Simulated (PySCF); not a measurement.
C₃H₃F₂ (doublet state).
Geometry (GFN2-xTB, Å), atoms numbered from 1 in this order:
```xyz
8
C3H3F2 angstrom
C      1.4802    0.0154    0.0484
C      0.3102   -0.2921   -0.3967
C     -1.1086   -0.0453   -0.1676
F     -1.3233    0.7777    0.9170
F     -1.7818   -1.1896    0.1102
H      1.6479    0.6824    0.8967
H      2.3836   -0.3711   -0.3992
H     -1.5992    0.4320   -1.0333
```

The hyperfine couplings belong to this conformer and change with its torsions.

Identity: `C=[C]C(F)F` [radical].

Method: UKS B3LYP, pcH-1 on C F H, non-relativistic, mean-field spin-orbit, GIAO (PySCF). Geometry: GFN2-xTB, one conformer, isolated molecule. A GFN2-xTB geometry isn't a minimum of the functional, and hyperfine couplings can be far from their values at a DFT geometry. Stability of the SCF solution: not tested.

Problem. The isotropic 13C couplings are +289.0, +48.9, -17.4 MHz. Assign them to C1; C2; C3.

Solution. 
```csv
site,a_iso (MHz),ρ(0) (bohr⁻³),position,distance from C2 (Å),spin population,largest |T| (MHz)
C1,-17.4,-0.0155,1 bond from C2,1.29,-0.16,18.8
C2,+289.0,+0.2571,largest spin population,0.00,+0.98,142.0
C3,+48.9,+0.0435,1 bond from C2,1.46,0.00,9.9
```

Problem. Match the computed a_iso(1H) values +184.6, +125.2, +6.6 MHz with the sites H6; H7; H8.

Solution. 
| site | a_iso (MHz) | ρ(0) (bohr⁻³) | position | distance from C2 (Å) | bound to | spin population there | largest \|T\| (MHz) |
| --- | --- | --- | --- | --- | --- | --- | --- |
| H6 | +184.6 | +0.0413 | 2 bonds from C2, on C1 of spin population -0.16 | 2.10 | C1 | -0.16 | 6.7 |
| H7 | +125.2 | +0.0280 | 2 bonds from C2, on C1 of spin population -0.16 | 2.07 | C1 | -0.16 | 11.7 |
| H8 | +6.6 | +0.0015 | 2 bonds from C2 | 2.14 | C3 | 0.00 | 12.1 |

ρ(0) is the spin density at the nucleus and T the dipolar tensor; entries for several nuclei are means. The Mulliken spin populations are largest on C2 (+0.98), C1 (-0.16) and H6 (+0.09). C2 is the only atom above +0.15.

Examples of negative spin density at the nucleus (bohr⁻³): C1 (-0.0155).

Class means assume fast exchange of nuclei equivalent by connectivity; if that motion is slow, each nucleus keeps its own coupling. The 19F value of +95.8 MHz is a mean of couplings from 15.4 to 176.2 MHz in this one geometry, not an average over conformers.

Hardware: an Arm Neoverse V2 with one thread, on a shared host. Cost: 13 s of wall time (with the writing of density and orbital grids), 0.62 GiB resident at most.
